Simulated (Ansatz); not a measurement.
# Halogen abstraction

Start structure (Si₂H₆Cl, doublet), relaxed at PBE0-D4/def2-TZVP:

```csv
atom,x (Å),y (Å),z (Å)
Cl1,-0.5379,0.5916,-0.3066
Si2,-1.8454,1.9906,-1.0505
Si3,1.9885,-2.1460,1.1323
H4,-2.1130,1.6758,-2.4725
H5,-3.0985,1.9292,-0.2640
H6,-1.2238,3.3289,-0.9268
H7,3.2673,-2.0176,0.3858
H8,2.1835,-1.8670,2.5790
H9,1.3795,-3.4856,0.9233
```

The step: SiH₃Cl ([SiH3][Cl]) + SiH₃ → SiH₃Cl ([SiH3][Cl]) + SiH₃; bonds formed: Cl1–Si3; bonds broken: Cl1–Si2. Ansatz 0.2.0; basis: def2-TZVPP and def2-QZVPP; cores frozen in the correlated methods; orbitals are unrestricted. Extrapolation: Hartree–Fock as exp(−7.88 √X), correlation as X^−2.97. Energies below are by CCSD(T) at an estimated basis limit (MP2 extrapolated from triple and quadruple zeta, plus CCSD(T) − MP2 in triple zeta).

Task: What are the electronic barrier and the energy of the step, from the start structure to the end structure? (To be estimated.)

Result: By the calculation: Barrier 0.832 eV; step energy 0.000 eV (both ends alike: a degenerate step); reverse barrier, their difference, 0.832 eV. Barrier and step energy count from the start structure, the reverse barrier from the end structure.

The saddle point: One imaginary mode of 363i cm⁻¹.
```
   pair  start (Å)  saddle (Å)  end (Å)
Cl1–Si3       3.99        2.37     2.05
Cl1–Si2       2.05        2.37     4.00
```

Zero-point energy (harmonic, PBE0-D4): ZPE is 1.290 eV at the start and 1.277 eV at the saddle, so the barrier goes from 0.832 to 0.820 eV.

The T1 diagnostic stays at or below 0.016. ⟨S²⟩ of the unrestricted Hartree–Fock references: 0.76 to 0.80 (a pure state has 0.75). The start structure is not quite a true minimum (one mode of 49i cm⁻¹). The end structure is not quite a true minimum (one mode of 49i cm⁻¹).

Radical steps of this kind take place in plasma deposition and etching.

Labels in which every atom is bracketed show which atoms are joined, not bond orders.

For scale, one of the runs: CCSD(T)/def2-TZVPP, 210 basis functions (an equivalent command: `ansatz run in.yaml --threads 4`). Hardware: 4 CPU threads, shared host. Wall time 36 s; peak host memory 7 GiB.
